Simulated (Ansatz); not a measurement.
This Ansatz (a program for electronic structure) input (B3LYP/cc-pV(D+d)Z) gives -77.90642 Eh with 43 basis functions. A basis named .json is the Basis Set Exchange file of that set (core-valence sets with the plain set on hydrogen).

Ansatz 0.2 input:
```yaml
crystal:
  periodic: [false, false, false]
  atoms:
    - {symbol: C, position_ang: [0.05100638, -0.58378700, -0.01181402]}
    - {symbol: C, position_ang: [0.04460873, 0.71726049, 0.01788006]}
    - {symbol: H, position_ang: [-0.87346485, -1.16381706, -0.05413951]}
    - {symbol: H, position_ang: [0.97198321, -1.16021184, 0.00382948]}
    - {symbol: H, position_ang: [-0.67220906, 1.52318793, 0.01391380]}
basis:
  gaussian:
    orbitals: cc-pV_D+d_Z.json
hamiltonian:
  xc: {name: B3LYP}
magnetization: {spin_polarized: true, initial_magnetization: 1}
```

Change:
```diff
- orbitals: cc-pV_D+d_Z.json
+ orbitals: pcseg-1.json
```

**Question.** What does the run give now?

**Answer.** -77.89214 Eh (B3LYP/pcseg-1, 43 functions), a change of +14.28 mEh.
